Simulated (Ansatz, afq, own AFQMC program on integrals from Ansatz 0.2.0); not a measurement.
**Where AFQMC and coupled cluster stand for CHAl, singlet**

```xyz
3

Al    0.0000    0.0000    0.0968
C     0.0000    0.0000   -1.5843
H     0.0000    0.0000    1.4875
```

Connectivity, by distances: AlH–C.

Basis 6-31G. Only valence electrons are correlated. Ansatz 0.2.0 and our own AFQMC program on the same integrals; the CISD trial comes from CCSD amplitudes, and released means the phaseless constraint is let go. Uncertainties: one standard error, sampling alone.

Determinant: RHF, the one that the program's search chose, which needn't be the lowest solution. The geometry is a point of a scan.

Full CI on the same integrals is exact in this basis and with this determinant's frozen core.

Cautions: another spin lies lower; restricted determinant unstable towards unrestricted (UHF 1.12 eV lower, ⟨S²⟩ 1.18); strong correlation (T1 0.023, weight of the determinant 0.86, largest double 0.14); the ph-AFQMC/CISD walk drifts between its halves (2.8 errors); the released energy hasn't reached full CI (35 meV above it at 2.40 1/Eh), so no released level is given (meV from the phaseless value at times in 1/Eh: -7 ± 5 at 0.24, -12 ± 5 at 0.51, -21 ± 4 at 0.99, -30 ± 5 at 1.62, -28 ± 6 at 2.40); the determinant fills πx and πy unequally, so it mixes two states of the linear molecule, and each level undoes that mixture to a different degree, while full CI gives the lower state.

```
T1 diagnostic                               : 0.0229
weight of the determinant in the CISD state : 0.858
size of the correlated space                : 8 electrons in 18 orbitals
```

Reference: full CI, correlation energy -3.742 eV. The cautions show a poor starting determinant, so the rows tell how each method copes with it here, and full CI is the sure value.

```
        level  E − E(reference) (kJ/mol)  share of correlation (%)
           HF                      361.1                      0.00
          MP2                       98.9                     72.60
         CCSD                       23.4                     93.53
      CCSD(T)                        9.6                     97.33
ph-AFQMC/CISD                  6.1 ± 0.4                     98.32
```
